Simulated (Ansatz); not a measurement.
# C₄H₇ClO: a ladder of functionals and wavefunction methods

An exercise on one series of results from a longer session: the logs are not shown, and one member is left open.

Method: functionals in def2-TZVPP, the program's frozen cores in correlated methods; program: Ansatz 0.2.0, Gaussian basis.

Plan: PBE-D4, r2SCAN-D4, PBE0-D4, B3LYP-D4, ωB97X-V, ωB97M-V, B2PLYP; CCSD(T)/def2-TZVPP; MP2/def2-QZVPP; extrapolation to the limit.

### The relaxed structure

The geometry comes from an earlier relaxation with PBE0-D4 in a triple-zeta def2 set; it is a stationary point, not always the lowest conformer.

SMILES `C/C(O)=C/CCl`, 13 atoms, charge 0, spin multiplicity 1.

Atoms are counted from 1 here; the program's logs count them from 0.

Bond lengths: C1–C2 1.488 Å, C1–H7 1.096 Å, C1–H8 1.089 Å, C1–H9 1.095 Å, C2–O3 1.360 Å, C2–C4 1.334 Å, O3–H10 0.960 Å, C4–C5 1.475 Å, C4–H11 1.082 Å, C5–Cl6 1.811 Å, C5–H12 1.087 Å, C5–H13 1.089 Å. Angles: C2–C1–H7 110.5°, C2–C1–H8 111.1°, C2–C1–H9 110.8°, H7–C1–H8 108.2°, H7–C1–H9 107.7°, H8–C1–H9 108.3°, C1–C2–O3 115.7°, C1–C2–C4 124.2°, O3–C2–C4 120.0°, C2–O3–H10 109.6°, C2–C4–C5 123.7°, C2–C4–H11 118.0°, C5–C4–H11 118.2°, C4–C5–Cl6 111.7°, C4–C5–H12 111.9°, C4–C5–H13 112.3°, Cl6–C5–H12 106.1°, Cl6–C5–H13 104.8° and more.

The first run:

The input, in.yaml:

```yaml
crystal:
  periodic: [false, false, false]
  atoms:
    - {symbol: C, position_ang: [-1.160076, -0.523208, -1.395637]}
    - {symbol: C, position_ang: [-0.264739, 0.145367, -0.412850]}
    - {symbol: O, position_ang: [-0.219088, 1.502400, -0.483354]}
    - {symbol: C, position_ang: [0.468106, -0.500872, 0.495459]}
    - {symbol: C, position_ang: [1.344022, 0.174489, 1.471263]}
    - {symbol: Cl, position_ang: [0.679963, 0.065850, 3.152403]}
    - {symbol: H, position_ang: [-2.194447, -0.186592, -1.264012]}
    - {symbol: H, position_ang: [-1.136050, -1.604819, -1.274769]}
    - {symbol: H, position_ang: [-0.859297, -0.284158, -2.421549]}
    - {symbol: H, position_ang: [-0.814390, 1.808550, -1.171287]}
    - {symbol: H, position_ang: [0.397863, -1.580426, 0.531605]}
    - {symbol: H, position_ang: [1.449297, 1.234769, 1.256774]}
    - {symbol: H, position_ang: [2.329238, -0.286051, 1.530755]}
basis:
  gaussian: {orbitals: def2-TZVPP}
hamiltonian: {xc: pbe, dispersion: d4}
output: {forces: true, orbitals: {seedname: orbitals}}
```

Launch:

```bash
> ansatz run in.yaml --threads 2 --pin off --events-out ev --progress --plain --max-ram 32768MiB --backend cuda --devices 0, --max-vram 18GiB
```

Steps of the session up to this table: PBE-D4 (GGA); r2SCAN-D4 (meta-GGA); PBE0-D4 (hybrid); B3LYP-D4 (hybrid); ωB97X-V (range-separated); ωB97M-V (range-separated); B2PLYP (double hybrid); CCSD(T) in def2-TZVPP; MP2 in def2-QZVPP.

One of the session's tables, all rows but one given; the rest of the session is left out.

```
            method  atomisation energy (kJ/mol)
            PBE-D4                       5347.8
         r2SCAN-D4                       5218.9
           PBE0-D4                       5242.7
          B3LYP-D4                            ?
           ωB97X-V                       5195.7
           ωB97M-V                       5210.5
            B2PLYP                       5139.4
     HF/def2-TZVPP                       3772.5
    MP2/def2-TZVPP                       5166.3
   CCSD/def2-TZVPP                       4975.5
CCSD(T)/def2-TZVPP                       5060.8
           MP2/CBS                       5295.8
       CCSD(T)/CBS                       5190.3
```

**Question.** Estimate the row for B3LYP-D4.

**Answer.** atomisation energy (kJ/mol): 5189.6. In the column «atomisation energy (kJ/mol)» it lies between MP2/def2-TZVPP (5166.3) and CCSD(T)/CBS (5190.3).
